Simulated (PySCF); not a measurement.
Compound: cyclopropenone, C3H2O.
Structure used (PBE0-D3(BJ)/def2-SVP), in Å, numbered top down from 1:
```
atom  x, y, z in Å
O1     2.0614   -0.1023    0.0734
C2     0.8663   -0.0520    0.0237
C3    -0.4237   -0.6703   -0.0452
C4    -0.3680    0.6737   -0.0124
H5    -1.0987   -1.5281   -0.0930
H6    -0.9741    1.5829   -0.0158
```

The computed photoelectron lines, unassigned: C 1s: 292.28 (area 2), 294.12 (area 1) eV; O 1s: 537.68 eV.

Computed, not measured: delta-SCF UKS SCAN, pcX-2 on the ionised atom, pcseg-1 elsewhere, spin-free X2C (PySCF 2.14.0). Geometry: PBE0-D3(BJ)/def2-SVP; no solvent, vibrations or thermal averaging.

(1) Assign the C 1s lines to atoms.

## Answers

(1) 292.28 eV: C3/C4 (unsaturated ring CH carbon); 294.12 eV: C2 (ring carbonyl carbon). The listed C 1s values span 1.84 eV, from C3/C4 (bonded to 2 C (aromatic in the SMILES) and H) to C2 (bonded to O (double bond) and 2 C (aromatic in the SMILES)).

Bonded neighbours of each site: O1: C (double bond); C2: O (double bond) and 2 C (aromatic in the SMILES); C3/C4: 2 C (aromatic in the SMILES) and H.

Q: Which effective nuclear charge Zeff reproduces each element's mean 1s value in the hydrogen-like formula E = 13.606 eV × Zeff²?

A: C (Z = 6): mean 292.9 eV, Zeff = 4.64, Z − Zeff = 1.36; O (Z = 8): mean 537.7 eV, Zeff = 6.29, Z − Zeff = 1.71. Means run over the listed sites, weighted by atom count.

Atoms equivalent by their bonding share one computed value, that of the first of them.
